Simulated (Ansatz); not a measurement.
# CHAlO (triplet): the correlation ladder, cc-pVDZ

How much of the correlation energy of CHAlO (triplet) does each wave-function method recover here?

The runs use Ansatz 0.2.0, Gaussian basis; cc-pVDZ, core rule «outside noble gas», up to 7 orbitals frozen.

To be run: UHF; CCSD(T) on ROHF; CCSD(T) on UHF; BCCD(T) on ROHF; CISD as a restricted active space (open shells left free, so some higher excitations enter); CCSDT(Q) on ROHF; CCSDT(Q) on UHF.

24 further runs of the same task are left out: 5 that didn't finish, 19 set aside as unsound or not needed. Runs told in other sessions of the task aren't counted.

## (1) The system

The geometry is a PBE0/def2-TZVP stationary point (not a proven minimum).

4 atoms, charge 0, spin multiplicity 3.

Atoms are counted from 1 here; the program's logs count them from 0.

Bond lengths: Al1–C2 1.933 Å, C2–O3 1.306 Å, O3–H4 0.968 Å. Angles: Al1–C2–O3 167.9°, C2–O3–H4 112.4°.

## (2) UHF

Contents of in.yaml:

```yaml
crystal:
  periodic: [false, false, false]
  atoms:
    - {symbol: Al, position_ang: [0.000001, -0.162615, 2.220099]}
    - {symbol: C, position_ang: [-0.000032, -0.075678, 0.288964]}
    - {symbol: O, position_ang: [0.000003, -0.291771, -0.998684]}
    - {symbol: H, position_ang: [0.000028, 0.530064, -1.510380]}
basis:
  gaussian: {orbitals: cc-pVDZ}
magnetization: {spin_polarized: true, initial_magnetization: 2}
hamiltonian: {xc: hf}
output: {orbitals: {seedname: orbitals}}
```

On the command line:

```
$ ansatz run in.yaml --threads 1 --pin off --events-out ev --progress --plain --max-ram 2393MiB
```

The runs that follow: CCSD(T) on ROHF; CCSD(T) on UHF; BCCD(T) on ROHF; CISD as a restricted active space (open shells left free, so some higher excitations enter); CCSDT(Q) on ROHF; CCSDT(Q) on UHF.

**Question.** What will the summary of the whole plan be? Wanted: UCCSDT(Q) from the RHF energy; RMP2 from UCCSDT(Q); UMP2 from UCCSDT(Q); RCCSD from UCCSDT(Q); RCCSD(T) from UCCSDT(Q); UCCSD(T) from UCCSDT(Q); RCCSDT(Q) from UCCSDT(Q); T1 diagnostic.

The runs gave:

| quantity | value |
| --- | --- |
| UCCSDT(Q) from the ROHF energy | -10.0779 eV |
| RMP2 from UCCSDT(Q) | +115.1 kJ/mol |
| UMP2 from UCCSDT(Q) | +120.7 kJ/mol |
| RCCSD from UCCSDT(Q) | +34.2 kJ/mol |
| RCCSD(T) from UCCSDT(Q) | +6.2 kJ/mol |
| UCCSD(T) from UCCSDT(Q) | +6.3 kJ/mol |
| RCCSDT(Q) from UCCSDT(Q) | +0.4 kJ/mol |
| levels within 1 kcal/mol (43 meV) | RCCSDT, UCCSDT, RCCSDT(Q) |
| T1 diagnostic | 0.029 |

What this shows: RCCSD(T) misses by +6.2 kJ/mol, 0.6 % of the correlation energy. These misses are within one basis, not against nature; the frozen cores of restricted and unrestricted runs differ, which can shift their rows.

With open shells the CI space here admits some higher excitations, so it is larger than plain CISD.
